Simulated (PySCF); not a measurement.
## Core-level binding energies of `C=NC(=C)C#N`

C4H4N2.
Geometry (GFN2-xTB, Å), atoms numbered from 1 in this order:
```
atom  x, y, z in Å
C1     1.834   -0.056   -0.192
N2     0.755   -0.699   -0.267
C3    -0.484   -0.113   -0.022
C4    -1.529   -0.877    0.316
C5    -0.632    1.298   -0.171
N6    -0.702    2.435   -0.301
H7     2.747   -0.586   -0.419
H8     1.924    0.994    0.100
H9    -1.405   -1.939    0.429
H10   -2.500   -0.453    0.505
```

Method: delta-SCF UKS SCAN, pcX-2 on the ionised atom, pcseg-1 elsewhere, spin-free X2C in PySCF. Vertical ΔSCF values, vacuum level as zero.

Problem. List the computed XPS lines with their assignment.

Solution. 
```csv
atom(s),bonded to,level,binding energy (eV),above the level's lowest (eV),count
C4,C (double bond) and 2 H,C 1s,290.83,0.00,1
C1,N (double bond) and 2 H,C 1s,292.06,+1.23,1
C5,N (triple bond) and C,C 1s,292.33,+1.50,1
C3,"N, C (double bond) and C",C 1s,292.91,+2.08,1
N6,C (triple bond),N 1s,405.12,0.00,1
N2,C (double bond) and C,N 1s,405.80,+0.68,1
```

Lowest listed C 1s: C4, bonded to C (double bond) and 2 H. Highest, 2.08 eV above it: C3, bonded to N, C (double bond) and C.

Lowest listed N 1s: N6, bonded to C (triple bond). Highest, 0.68 eV above it: N2, bonded to C (double bond) and C. Summing the Pauling electronegativity differences to the bonded atoms, each weighted by its formal bond order, gives -1.47 for the lowest site and -1.47 for the highest; the sum is the same at every site.

Problem. Which effective nuclear charge Zeff reproduces each element's mean 1s value in the hydrogen-like formula E = 13.606 eV × Zeff²?

Solution. C (Z = 6): mean 292.0 eV, Zeff = 4.63, Z − Zeff = 1.37; N (Z = 7): mean 405.5 eV, Zeff = 5.46, Z − Zeff = 1.54. Means run over the listed sites, weighted by atom count.

Problem. Give the binding energy of C 1s of C1 in hartree and in kJ/mol.

Solution. 292.06 eV = 10.7330 Eh = 28180 kJ/mol.

Spin contamination (⟨S²⟩ against 0.75 for a pure doublet) is marked for C 1s of C1 (0.85) and C 1s of C3 (0.85), which makes these values less certain. Isolated species at its GFN2-xTB geometry (one conformer only).
